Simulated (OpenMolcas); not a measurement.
# S2O (Disulfur monoxide): the vertical energy of the triplet above the singlet from total energies

The species is S2O (3 atoms), meant as a singlet with charge 0. As SMILES, `O=S=S`. The shape is that of a GFN2-xTB optimisation.

| atom | x (Å) | y (Å) | z (Å) |
| --- | --- | --- | --- |
| O | 0.4314 | 1.1955 | 0.4831 |
| S | 0.5595 | -0.2105 | 0.1593 |
| S | -0.9908 | -0.9851 | -0.6424 |

Both states at this one shape; open shells run unrestricted unless said. 1 Eh = 27.2114 eV.

| level | program | singlet S2O (Eh) | triplet S2O (Eh) |
| --- | --- | --- | --- |
| HF/STO-3G, open shells restricted | OpenMolcas | -860.005815 | -860.056061 |
| HF/STO-3G | OpenMolcas | -860.005815 | -860.072872 |
| M06-2X/STO-3G | OpenMolcas | -861.611401 | -861.584382 |
| PBE0/STO-3G | OpenMolcas | -861.279308 | -861.245089 |

Question: Work out the vertical gap, second state less first, at each level.

Answer: 
1. HF/STO-3G, open shells restricted: -860.056061 − (-860.005815) = -0.050246 Eh = -1.37 eV.
2. HF/STO-3G: -860.072872 − (-860.005815) = -0.067057 Eh = -1.82 eV.
3. M06-2X/STO-3G: -861.584382 − (-861.611401) = 0.027019 Eh = 0.74 eV.
4. PBE0/STO-3G: -861.245089 − (-861.279308) = 0.034219 Eh = 0.93 eV.

No measured value is set beside it here; the levels span -1.82 to 0.93 eV. Hartree–Fock favours the state with fewer electron pairs, since it lacks pair correlation. Minimal sets are far from the basis-set limit.
